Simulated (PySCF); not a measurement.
# LiC+: from the state search to spectroscopic constants

The task here is to estimate one member of a computed series from the others.

The runs use PySCF 2.14.0; Li STO-3G, C STO-3G, no relativity.

Set-up of the first run:

Settings of the job:

```
atoms                         : Li, C
charge                        : 1
basis                         : Li STO-3G, C STO-3G
Hamiltonian                   : no relativity
basis functions               : 10
electrons treated             : 8
masses in u                   : 7.0160, 12.0000
levels                        : PBE0, PBE, r²SCAN, MN15, M06, BHandHLYP, HSE06, HF, MP2, SCS-MP2, CCSD, CCSD(T)
grid                          : 80 radial by 434 angular points
occupations                   : held fixed by the projection of orbital angular momentum
dissociation limit            : Li+ + C, each in its ground configuration
starting distance in angstrom : 2.095
values of 2S to try           : 0, 2
```

Started as:

```sh
$ OMP_NUM_THREADS=1 python dia.py task.json out
```

Among the steps run: Set-up; First curve: PBE0; Other states along the same grid; PBE (GGA); r²SCAN (meta-GGA); MN15; M06; BHandHLYP (global hybrid GGA); HSE06 (range-separated hybrid); UHF (mean field); Correlated methods on the Hartree–Fock reference.

One table of the session follows, with a row left open; its other results are not shown here.

It belongs to the step «Constants by level of theory». Differences from CCSD(T) in the same basis:

| level | Re (mÅ) | ωe (%) |
| --- | --- | --- |
| UHF | ? | ? |
| UHF-MP2 | -4 | +0.6 |
| UHF-SCS-MP2 | -3 | +0.4 |
| UHF-CCSD | 0 | -0.1 |
| PBE | +40 | -11.7 |
| r²SCAN | +36 | -9.5 |
| PBE0 | +24 | -8.7 |
| M06 | +48 | -11.1 |
| HSE06 | +25 | -8.6 |
| MN15 | +47 | -9.3 |
| BHandHLYP | +7 | -5.8 |

Q: Estimate the row for UHF from the others.

The run gave: Re (mÅ): 0; ωe (%): -0.8.
